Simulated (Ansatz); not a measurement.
Results of PBE+SOC (Ansatz, a program for electronic structure, PAW) for rhombohedral A7 Bi.

Settings: plane-wave cutoff 520 eV, 16×16×16 k mesh, Fermi–Dirac smearing 0.05 eV, PAW data made under PBE.

Cell (relaxed at this level):

```
Bi
1.0
    4.32845    -2.31878     0.02740
    4.32845     2.31878     0.02740
    3.06214     0.00000     3.83878
Bi
2
Direct
  0.23159   0.23159   0.23159
  0.76841   0.76841   0.76841
```

Q: Predict the bulk modulus.

A: 
* **bulk modulus**: 21.8 GPa

The run finds no gap.

Measured, for comparison: bulk modulus 32.1 GPa (copied from a table, unchecked, extrapolated to 0 K and zero-point effects removed; as tabulated in Lejaeghere et al. (2013), arXiv:1204.2733). Computed (rounded) less measured: bulk modulus not scored (unchecked).

Note: for a layered or molecular solid the relaxed cell lies over 5 % above the published volume, where the minimum can be shallow; the cell comes from a level without a dispersion term, which matters for the spacing of layers, chains or molecules; the bulk modulus comes from volumes at which shape and atoms were relaxed.

The computed numbers hold no vibrational or temperature effects.

Computing time: about 70 core-minutes (a rough figure).
